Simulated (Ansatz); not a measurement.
# AlCCl (triplet): from Hartree-Fock to the top rungs, def2-TZVPP

The task here is to estimate one member of a computed series from the others.

Method: def2-TZVPP, core rule «outside noble gas», up to 11 orbitals frozen; program: Ansatz 0.2.0, Gaussian basis.

The runs, in order: UHF; ROHF; CCSD(T) on UHF.

2 further runs of the same task are left out: 2 set aside as unsound or not needed.

## The system

The geometry is a PBE0/def2-TZVP stationary point (not a proven minimum) of the parent state, kept for this charge and spin.

3 atoms, charge 0, spin multiplicity 3.

Atoms are counted from 1 here; the program's logs count them from 0.

Bond lengths: Al1–C2 1.911 Å, C2–Cl3 1.634 Å. Angles: Al1–C2–Cl3 147.4°.

The first run:

in.yaml reads:

```yaml
crystal:
  periodic: [false, false, false]
  atoms:
    - {symbol: Al, position_ang: [0.000000, -0.084423, 1.918457]}
    - {symbol: C, position_ang: [0.000000, 0.414488, 0.073585]}
    - {symbol: Cl, position_ang: [0.000000, -0.076169, -1.484972]}
basis:
  gaussian: {orbitals: def2-TZVPP}
magnetization: {spin_polarized: true, initial_magnetization: 2}
hamiltonian: {xc: hf}
output: {orbitals: {seedname: orbitals}}
```

Launch:

```bash
$ ansatz run in.yaml --threads 1 --pin off --events-out ev --progress --plain --max-ram 4096MiB --backend cpu
```

Among the steps run: UHF; ROHF; CCSD(T) on UHF.

One table of the session follows, with a row left open; its other results are not shown here.

It belongs to the step «Misses and costs». 

```
  method  from UCCSD(T) (kcal/mol)
    ROHF                   +259.51
     UHF                         ?
    UMP2                    +38.73
   UCCSD                    +11.42
UCCSD(T)                         0
```

**Question.** Estimate the row for UHF.

As computed: from UCCSD(T) (kcal/mol): +251.87. In the column «from UCCSD(T) (kcal/mol)» it lies between UMP2 (+38.73) and ROHF (+259.51).
